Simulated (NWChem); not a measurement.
Species: CH3S anion

```xyz
5

C      0.0000     0.0000    -1.1001
S      0.0000     0.0000     0.7470
H      0.7249     0.7249    -1.5134
H      0.2653    -0.9903    -1.5134
H     -0.9903     0.2653    -1.5134
```
Atoms are numbered in this order, from 1.

Computed with NWChem. Pople sets run with spherical d functions. All runs use the structure optimised with B3LYP/def2-SVPD. The gas-phase anion has a positive highest level at the geometry level, so the gas reference is doubtful. Level: PBE/6-31+G* with COSMO at NWChem's default radii, gas-phase geometry; rows give the dielectric constant. Reactions with the solvent are ignored.

| dielectric constant | electrostatic solvation energy (kcal/mol) |
|---|---|
| 4.8 | -53.3 |
| 20.7 | -64.6 |
| 25.0 | [?] |
| 46.7 | -66.5 |
| 78.4 | -67.2 |

Task: Some entries are withheld; supply them.

Result: 
- 25.0, electrostatic solvation energy (kcal/mol): -65.2
